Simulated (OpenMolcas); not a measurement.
# C4H12N+ (tetramethylammonium): a chain of runs

We compute the energy (HF/ANO-RCC-MB), then a single-point energy (CASSCF(2,2)/ANO-RCC-VDZP), then an energy scan (CASPT2(2,2)/ANO-RCC-VDZP), then an energy scan (SC-NEVPT2(2,2)/ANO-RCC-VDZP), then an energy scan (MC-PDFT[tPBE](2,2)/ANO-RCC-VDZP) of C4H12N+ (tetramethylammonium). 

The calculation is run with OpenMolcas 26.06.

## 1. The system as given

C4H12N+ has 17 atoms, charge +1, and is taken as a singlet. As SMILES, `C[N+](C)(C)C`. The coordinates come from a PBE0-D4/def2-TZVP relaxation.

Bond lengths: C1–N2 1.490 Å, N2–C3 1.490 Å, N2–C4 1.490 Å, N2–C5 1.490 Å, C1–H6 1.089 Å, C1–H7 1.089 Å, C1–H8 1.089 Å, C3–H9 1.089 Å, C3–H10 1.089 Å, C3–H11 1.089 Å, C4–H12 1.089 Å, C4–H13 1.089 Å, C4–H14 1.089 Å, C5–H15 1.089 Å, C5–H16 1.089 Å, C5–H17 1.089 Å. Some angles: C1–N2–C3 109.5°, C1–N2–C4 109.5°, C1–N2–C5 109.5°, C3–N2–C4 109.5°, C3–N2–C5 109.5°, C4–N2–C5 109.5°, N2–C1–H6 109.0°, N2–C1–H7 109.0°, N2–C1–H8 109.0°, N2–C3–H9 109.0°.

## 2. The energy at HF/ANO-RCC-MB (DKH2) (run 1)

Contents of struct.xyz:

```xyz
17

C     -0.234050     0.553880    -1.362890
N      0.000000     0.000000     0.000000
C      1.350380     0.409550     0.477270
C     -0.079970    -1.486730    -0.047740
C     -1.036350     0.523300     0.933360
H     -0.172930     1.639870    -1.318530
H      0.526810     0.165700    -2.037800
H     -1.222700     0.250490    -1.702900
H      1.512860    -0.000060     1.472720
H      1.399290     1.496580     0.509740
H      2.100630     0.023780    -0.210770
H      0.091340    -1.882340     0.951870
H      0.680870    -1.860010    -0.731020
H     -1.069090    -1.776580    -0.398080
H     -0.857060     0.114230     1.926140
H     -2.019010     0.218740     0.577400
H     -0.971000     1.609600     0.961230
```

Contents of step1.inp:

```
* C4H12N Hartree-Fock
>>> EXPORT MOLCAS_PRINT=2
&GATEWAY
COORD = struct.xyz
BASIS = ANO-RCC-MB
GROUP = NoSym
&SEWARD
&SCF
CHARGE = 1
PRORBITALS = 0
&LOCALISATION
OCCUPIED
FREEZE
PIPEK-MEZEY
&LOCALISATION
FILEORB = $Project.LocOrb
VIRTUAL
PIPEK-MEZEY
```

The run is started by

```bash
$ export MOLCAS_MEM=1860
$ pymolcas step1.inp > step1.log
```

Log:

```text
--- Start Module: gateway ---
[...]
--- Stop Module: gateway /rc=_RC_ALL_IS_WELL_ ---
[...]
      Basis functions           37
[...]
       Convergence after  11 Iterations
[...]
::    Total SCF energy                               -212.4701522579
[...]
      Total spin, S                                     0.0000000000
[...]
      Total electronic charge=   42.000000
      Total            charge=    1.000000
[...]
      Dipole Moment (debye):
      Origin of the operator (angstrom)=    0.0000    0.0000   -0.0000
                   X= -7.7114E-06               Y= -1.5386E-05               Z= -2.2575E-06           Total=  1.7357E-05
      Center of Charge (angstrom)
[...]
--- Start Module: localisation ---
[...]
--- Stop Module: localisation /rc=_RC_ALL_IS_WELL_ ---
--- Start Module: localisation ---
[...]
--- Stop Module: localisation /rc=_RC_ALL_IS_WELL_ ---
[...]
```

Wall time 11 s (1 thread of Intel Xeon Platinum 8259CL at 2.50GHz (Skylake/Cascade Lake), shared host); peak memory 0.39 GiB.

## 3. The energy at CASSCF(2,2)/ANO-RCC-VDZP (DKH2, RICD fitting) (run 2)

struct.xyz is that of step 2.

Contents of step2.inp:

```
* C4H12N CASSCF
>>> EXPORT MOLCAS_PRINT=2

&GATEWAY
 COORD=struct.xyz
 BASIS=ANO-RCC-MB
 GROUP=NoSym

&SEWARD

&RASSCF
 FILEORB=$CurrDir/step1.LocOrb
 ALTER=2
 1 12 21
 1 22 24
 SPIN=1
 NACTEL=2 0 0
 INACTIVE=20
 RAS2=2
 ORBLISTING=Nothing
>>> COPY $Project.RunFile RUNFIL1
>>> COPY $Project.RasOrb INPORB

&GATEWAY
 COORD=struct.xyz
 BASIS=ANO-RCC-VDZP
 GROUP=NoSym
 RICD

&SEWARD
>>> COPY $Project.RunFile RUNFIL2

&EXPBAS

&RASSCF
 FILEORB=$Project.ExpOrb
 SPIN=1
 NACTEL=2 0 0
 INACTIVE=20
 RAS2=2
 ORBLISTING=Nothing
```

The run is started by

```bash
$ export MOLCAS_MEM=1860
$ pymolcas step2.inp > step2.log
```

Log:

```text
--- Start Module: gateway ---
[...]
      Basis functions           37
[...]
      Number of active orbitals                  2
[...]
      Spin quantum number                      0.0
[...]
      Active orbitals                            2
[...]
      Number of CSFs                             3
[...]
      Number of root(s) required                 1
[...]
      Convergence after 11 iterations
[...]
      printout of CI-coefficients larger than  0.05 for root  1
      energy=    -212.487200
      conf/sym  11     Coeff  Weight
             1  20   0.99459 0.98921
             3  02  -0.10386 0.01079
      Natural orbitals and occupation numbers for root  1
      sym 1:   1.978424   0.021576
      ************************************************************************************************************************
      *                                                    Final results                                                     *
[...]
::    RASSCF root number  1 Total energy:   -212.48720038
[...]
      Basis functions          130
[...]
      Convergence after 12 iterations
[...]
      Natural orbitals and occupation numbers for root  1
      sym 1:   1.980423   0.019577
      ************************************************************************************************************************
      *                                                    Final results                                                     *
[...]
::    RASSCF root number  1 Total energy:   -212.86652653
[...]
      Total electronic charge=   42.000000
      Total            charge=    1.000000
[...]
      Dipole Moment (debye):
      Origin of the operator (angstrom)=    0.0000    0.0000   -0.0000
                   X=  1.4179E-02               Y= -3.3556E-02               Z=  8.2550E-02           Total=  9.0231E-02
      Center of Charge (angstrom)
[...]
```

Run time: 32 s. Hardware: 1 thread of Intel Xeon Platinum 8259CL at 2.50GHz (Skylake/Cascade Lake), shared host; peak memory 0.39 GiB.

## 4. An energy scan at CASPT2(2,2)/ANO-RCC-VDZP (DKH2, RICD fitting, ipea shift 0.25 Eh, pt2 variant SS) (run 3)

Contents of step3.inp:

```
>>> COPY $CurrDir/step2.RasOrb $Project.RasOrb
>>> ForEach K in (1, 2, 3, 4, 5, 6, 7, 8, 9)

&gateway
 coord
 $CurrDir/point$K.xyz
 basis
 ANO-RCC-VDZP
 group
 NoSym
 ricd

&seward

&rasscf
 fileorb
 $Project.RasOrb
 spin
 1
 nactel
 2 0 0
 inactive
 20
 ras2
 2
 orblisting
 Nothing

&caspt2
 imaginary
 0.2
 frozen
 5
>>> EndDo
```

The run is started by

```bash
$ export MOLCAS_MEM=1860
$ pymolcas step3.inp > step3.log
```

Log:

```text
[...]
      Basis functions          130
[...]
      Number of active orbitals                  2
[...]
      Spin quantum number                      0.0
[...]
      Active orbitals                            2
[...]
      Number of CSFs                             3
[...]
      Number of root(s) required                 1
[...]
      Convergence after 10 iterations
[...]
      printout of CI-coefficients larger than  0.05 for root  1
      energy=    -212.844986
      conf/sym  11     Coeff  Weight
             1  20   0.99708 0.99416
             3  02  -0.07643 0.00584
      Natural orbitals and occupation numbers for root  1
      sym 1:   1.988318   0.011682
      ************************************************************************************************************************
      *                                                    Final results                                                     *
[...]
::    RASSCF root number  1 Total energy:   -212.84498602
[...]
::    CASPT2 Root  1     Total energy:   -213.60591520
[...]
      Convergence after 10 iterations
[...]
      Natural orbitals and occupation numbers for root  1
      sym 1:   1.980400   0.019600
      ************************************************************************************************************************
      *                                                    Final results                                                     *
[...]
      Convergence after 15 iterations
[...]
      Convergence after 16 iterations
[...]
      Convergence after 10 iterations
[...]
::    RASSCF root number  1 Total energy:   -212.71917145
[...]
::    CASPT2 Root  1     Total energy:   -213.45037739
[...]
      Convergence after  9 iterations
[...]
::    RASSCF root number  1 Total energy:   -212.71563984
[...]
      Reference weight:           0.80514
[...]
::    CASPT2 Root  1     Total energy:   -213.44435690
[...]
```

Wall time 4.4 min (1 thread of Intel Xeon Platinum 8259CL at 2.50GHz (Skylake/Cascade Lake), shared host); peak memory 0.13 GiB.

The scan, from its lowest point:

| N2–C1 (Å) | energy (kJ/mol) |
| --- | --- |
| 1.341 | 45.5 |
| 1.490 | 0.0 |
| 1.639 | 21.2 |
| 1.862 | 98.3 |
| 2.160 | 211.3 |
| 2.532 | 322.2 |
| 2.979 | 406.8 |
| 3.575 | 453.8 |
| 4.469 | 469.6 |

## 5. An energy scan at SC-NEVPT2(2,2)/ANO-RCC-VDZP (DKH2, RICD fitting, pt2 variant SC-NEVPT2) (run 4)

Contents of step4.input:

```
>>> COPY $CurrDir/step2.RasOrb $Project.RasOrb
>>> ForEach K in (1, 2, 3, 4, 5, 6, 7, 8, 9)

&GATEWAY
  COORD = $CurrDir/point$K.xyz
  BASIS = ANO-RCC-VDZP
  GROUP = NoSym
  RICD

&SEWARD

&RASSCF
  FILEORB = $Project.RasOrb
  SPIN = 1
  NACTEL = 2 0 0
  INACTIVE = 20
  RAS2 = 2
  ORBLISTING = Nothing

&CASPT2
  SC-NEVPT2
  FROZEN = 5
>>> EndDo
```

The run is started by

```bash
$ export MOLCAS_MEM=1860
$ pymolcas step4.input > step4.log
```

Log:

```text
--- Start Module: gateway ---
[...]
      Basis functions          130
[...]
      Number of active orbitals                  2
[...]
      Spin quantum number                      0.0
[...]
      Active orbitals                            2
[...]
      Number of CSFs                             3
[...]
      Number of root(s) required                 1
[...]
      Convergence after 10 iterations
[...]
      printout of CI-coefficients larger than  0.05 for root  1
      energy=    -212.844986
      conf/sym  11     Coeff  Weight
             1  20   0.99708 0.99416
             3  02  -0.07643 0.00584
      Natural orbitals and occupation numbers for root  1
      sym 1:   1.988318   0.011682
      ************************************************************************************************************************
      *                                                    Final results                                                     *
[...]
::    RASSCF root number  1 Total energy:   -212.84498602
[...]
::    SC-NEVPT2 Root  1     Total energy:   -213.60085177
[...]
      Convergence after 10 iterations
[...]
      Natural orbitals and occupation numbers for root  1
      sym 1:   1.980400   0.019600
      ************************************************************************************************************************
      *                                                    Final results                                                     *
[...]
      Convergence after 15 iterations
[...]
      Convergence after 16 iterations
[...]
      Convergence after 10 iterations
[...]
::    RASSCF root number  1 Total energy:   -212.71917145
[...]
::    SC-NEVPT2 Root  1     Total energy:   -213.44394086
[...]
      Convergence after  9 iterations
[...]
::    RASSCF root number  1 Total energy:   -212.71563984
[...]
::    SC-NEVPT2 Root  1     Total energy:   -213.43826168
[...]
```

It took 3.5 min on 1 thread of Intel Xeon Platinum 8259CL at 2.50GHz (Skylake/Cascade Lake), shared host; peak memory 0.13 GiB.

The scan, from its lowest point:

| N2–C1 (Å) | energy (kJ/mol) |
| --- | --- |
| 1.341 | 49.3 |
| 1.490 | 0.0 |
| 1.639 | 18.1 |
| 1.862 | 92.6 |
| 2.160 | 206.0 |
| 2.532 | 321.9 |
| 2.979 | 413.3 |
| 3.575 | 461.3 |
| 4.469 | 476.2 |

## 6. The energy along one coordinate at MC-PDFT[tPBE](2,2)/ANO-RCC-VDZP (DKH2, RICD fitting) (run 5)

Contents of step5.inp:

```
* C4H12N MC-PDFT
>>> COPY $CurrDir/step2.RasOrb $Project.RasOrb
>>> ForEach K in (1, 2, 3, 4, 5, 6, 7, 8, 9)
&GATEWAY
Coord = $CurrDir/point$K.xyz
Basis = ANO-RCC-VDZP
Group = NoSym
RICD
&SEWARD
&RASSCF
FileOrb = $Project.RasOrb
Spin = 1
Nactel = 2 0 0
Inactive = 20
Ras2 = 2
OrbListing = Nothing
&MCPDFT
KSDFT = T:PBE
>>> EndDo
```

The run is started by

```bash
$ export MOLCAS_MEM=1860
$ pymolcas step5.inp > step5.log
```

Log:

```text
--- Start Module: gateway ---
[...]
      Basis functions          130
[...]
      Number of active orbitals                  2
[...]
      Spin quantum number                      0.0
[...]
      Active orbitals                            2
[...]
      Number of CSFs                             3
[...]
      Number of root(s) required                 1
[...]
      Convergence after 10 iterations
[...]
      printout of CI-coefficients larger than  0.05 for root  1
      energy=    -212.844986
      conf/sym  11     Coeff  Weight
             1  20   0.99708 0.99416
             3  02  -0.07643 0.00584
      Natural orbitals and occupation numbers for root  1
      sym 1:   1.988318   0.011682
      ************************************************************************************************************************
      *                                                    Final results                                                     *
[...]
::    RASSCF root number  1 Total energy:   -212.84498602
[...]
::    MCPDFT root number  1 Total energy:   -213.95456343
[...]
      Convergence after 10 iterations
[...]
      Natural orbitals and occupation numbers for root  1
      sym 1:   1.980400   0.019600
      ************************************************************************************************************************
      *                                                    Final results                                                     *
[...]
      Convergence after 15 iterations
[...]
      Convergence after 16 iterations
[...]
      Convergence after 10 iterations
[...]
::    RASSCF root number  1 Total energy:   -212.71917145
[...]
::    MCPDFT root number  1 Total energy:   -213.79638767
[...]
      Convergence after  9 iterations
[...]
::    RASSCF root number  1 Total energy:   -212.71563984
[...]
::    MCPDFT root number  1 Total energy:   -213.79015921
[...]
```

It took 4.4 min on 1 thread of Intel Xeon Platinum 8259CL at 2.50GHz (Skylake/Cascade Lake), shared host; peak memory 0.086 GiB.

The scan, from its lowest point:

| N2–C1 (Å) | energy (kJ/mol) |
| --- | --- |
| 1.341 | 45.3 |
| 1.490 | 0.0 |
| 1.639 | 19.6 |
| 1.862 | 92.9 |
| 2.160 | 200.2 |
| 2.532 | 308.6 |
| 2.979 | 404.0 |
| 3.575 | 460.6 |
| 4.469 | 476.9 |

## 7. Results

```
                                                         quantity          value
                               run 1, HF/ANO-RCC-MB: total energy  -212.47015 Eh
                                run 1, HF/ANO-RCC-MB: HOMO energy      -21.38 eV
                                run 1, HF/ANO-RCC-MB: LUMO energy        3.83 eV
                              run 1, HF/ANO-RCC-MB: HOMO–LUMO gap       25.21 eV
                    run 2, CASSCF(2,2)/ANO-RCC-VDZP: total energy  -212.86653 Eh
       run 3, CASPT2(2,2)/ANO-RCC-VDZP: lowest energy of the scan  -213.62323 Eh
    run 4, SC-NEVPT2(2,2)/ANO-RCC-VDZP: lowest energy of the scan  -213.61965 Eh
run 5, MC-PDFT[tPBE](2,2)/ANO-RCC-VDZP: lowest energy of the scan  -213.97180 Eh
```

Mulliken charges (run 1, HF/ANO-RCC-MB) run from -0.38 on C1 to +0.22 on H6. Mulliken charges (run 2, CASSCF(2,2)/ANO-RCC-VDZP) run from -0.42 on N2 to +0.39 on C3.
